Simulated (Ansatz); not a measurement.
**GaP2H, triplet: the ladder up to UCCSDT(Q)**

Geometry: a PBE0/def2-TZVP stationary point for this spin, not checked as a minimum.

| atom | x (Å) | y (Å) | z (Å) |
| --- | --- | --- | --- |
| Ga | -0.0099 | 0.0340 | 1.1545 |
| P | 0.0883 | 0.9813 | -1.3360 |
| P | -0.0235 | -1.0996 | -1.2197 |
| H | -1.3092 | 1.2855 | -1.3235 |

Basis cc-pVDZ; Ansatz 0.2.0. Correlated methods freeze the noble-gas cores and the filled d shells of p-block atoms, which leaves 14 electrons in 44 orbitals. Prefix R: restricted or restricted open-shell reference; prefix U: unrestricted. No spin–orbit coupling is included, and no scalar relativity.

Full CI isn't at hand for all of this; UCCSDT(Q) serves as the reference, and is uncertain by the last step of the cluster series or more. The frozen core follows each run's orbitals, which can shift R against U totals by a few meV for light atoms and by up to 0.1 eV past Ca.

The UHF ⟨S²⟩ is 2.050 and the T1 diagnostic (RCCSD) is 0.0313. The largest doubles amplitude (RCCSD) is 0.049 and the T1 diagnostic (UCCSD) is 0.0272.

| level | E − E(UHF) (eV) |
| --- | --- |
| UMP2 | -6.8316 |
| UCCSD | -7.9739 |
| UCCSD(T) | -8.3230 |

Estimate how far UCCSDT(Q) in cc-pVDZ lies from UCCSD(T). The table doesn't fix it; the size of (T) and the diagnostics are the guide.

UCCSDT(Q) in cc-pVDZ lies 77 meV below UCCSD(T), which is 22 % of the (T) step (-349 meV). T1 is raised, but (T) still catches most of what CCSD lacks. The miss exceeds 1 kcal/mol.

The other levels:

```csv
level,E − E(UCCSDT(Q)) (meV),wall time
UCCSDT,32,–
```

Run but not shown, since their state, orbitals or frozen core can't be matched to the reference's or they repeat it: RHF, RMP2, RCCSD, RCCSD(T), BCCD(T), RCCSDT, RCCSDT(Q).

Atomization energy (electronic, same basis, no zero-point term; atoms at the same level, unrestricted beside the R rows where the molecule is a closed shell, but restricted open-shell past Ca, as are all atoms' steps beyond CCSDT(Q)) at UCCSDT(Q): 649.1 kJ/mol. Errors of other levels:

```tsv
level	error (kJ/mol)
UHF	-253.1
UMP2	-10.5
UCCSD	-31.8
UCCSD(T)	-4.9
UCCSDT	-2.7
```

This basis is far from its limit, so the value isn't to be set against a measured one.
